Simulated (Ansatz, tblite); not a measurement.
# The cluster SiO2: a ladder of methods and basis sets

One table from this session's results is given with a row withheld; the runs are named, their logs left out.

Program: Ansatz 0.2.0, Gaussian basis. Level of theory: as each input shows. These are calculated values, not measurements.

The runs, in order: GFN1-xTB, GFN2-xTB, PBE-D4/def2-TZVP, r2SCAN-D4/def2-TZVP, revPBE-D4/def2-TZVP, PBE-QIDH/def2-TZVP, HSE06-D4/def2-TZVP, r2SCAN0-D4/def2-TZVP, BLYP-D4/def2-TZVP, PBE-D4/def2-SVP, PBE0-D4/def2-SVP, HF/STO-3G, PBE0-D4/def2-TZVPD, PBE-D4/def2-TZVPD, r2SCAN-D4/def2-TZVPD, CCSD(T)/def2-TZVPP, MP2/def2-TZVP, RPA/def2-TZVP, CCSD(T)/def2-TZVPD.

## The structure

The singlet was relaxed beforehand with PBE0-D4/def2-TZVP. At that level it is the lowest of the isomers that a small search found.

3 atoms, charge 0, spin multiplicity 1.

Bond lengths: Si1–O2 1.506 Å, Si1–O3 1.506 Å. Angles: O2–Si1–O3 180.0°.

PBE0-D4/def2-TZVP was run before; its log isn't repeated, and its numbers join the tables.

Set-up of the first run:

Tight binding, by tblite at 300 K electronic temperature and without a spin-polarisation term:

```python
tblite.interface.Calculator('GFN1-xTB', numbers, positions, charge=0, uhf=0).singlepoint()
```

Tight binding, by tblite at 300 K electronic temperature and without a spin-polarisation term:

```python
tblite.interface.Calculator('GFN2-xTB', numbers, positions, charge=0, uhf=0).singlepoint()
```

start.molden holds the orbitals of an earlier run on this state, given as this run's starting guess.

File in.yaml:

```yaml
crystal:
  periodic: [false, false, false]
  atoms:
    - {symbol: Si, position_ang: [-0.000001, -0.000007, -0.000030]}
    - {symbol: O, position_ang: [-1.346660, -0.667560, 0.090027]}
    - {symbol: O, position_ang: [1.346650, 0.667568, -0.089997]}
basis:
  gaussian: {orbitals: def2-TZVP, initial_orbitals: start.molden}
hamiltonian: {xc: pbe, dispersion: d4}
scf: {omitted_lower_state_checks: [starts]}
output: {orbitals: {seedname: orbitals}}
```

Launch:

```bash
$ ansatz run in.yaml --threads 4 --pin off --events-out ev --progress --plain --max-ram 3916MiB
```

Steps of the session up to this table: PBE-D4/def2-TZVP; r2SCAN-D4/def2-TZVP; revPBE-D4/def2-TZVP; PBE-QIDH/def2-TZVP; HSE06-D4/def2-TZVP; r2SCAN0-D4/def2-TZVP; BLYP-D4/def2-TZVP; PBE-D4/def2-SVP; PBE0-D4/def2-SVP; HF/STO-3G; PBE0-D4/def2-TZVPD; PBE-D4/def2-TZVPD; r2SCAN-D4/def2-TZVPD; CCSD(T)/def2-TZVPP; MP2/def2-TZVP; RPA/def2-TZVP; CCSD(T)/def2-TZVPD.

One of the session's tables, all rows but one given; the rest of the session is left out.

It belongs to the step «Levels side by side». 

```
               level  HOMO (eV)  gap (eV)
           HF/STO-3G      -7.81     15.84
     PBE-D4/def2-SVP      -7.99      4.02
    PBE-D4/def2-TZVP      -8.38      3.99
   PBE-D4/def2-TZVPD      -8.46      3.96
 revPBE-D4/def2-TZVP      -8.30      4.02
   BLYP-D4/def2-TZVP      -8.25      3.91
 r2SCAN-D4/def2-TZVP      -8.73      4.56
r2SCAN-D4/def2-TZVPD      -8.79      4.53
    PBE0-D4/def2-SVP          ?         ?
   PBE0-D4/def2-TZVP      -9.95      6.50
  PBE0-D4/def2-TZVPD     -10.02      6.45
r2SCAN0-D4/def2-TZVP     -10.21      6.88
  HSE06-D4/def2-TZVP      -9.54      5.71
```

Estimate the missing values for PBE0-D4/def2-SVP.

As computed: HOMO (eV): -9.62; gap (eV): 6.54. In the column «HOMO (eV)» it lies between PBE0-D4/def2-TZVP (-9.95) and HSE06-D4/def2-TZVP (-9.54).

Caveats from the session: † marks a level with a doubtful state (flagged, unstable or spin-contaminated).
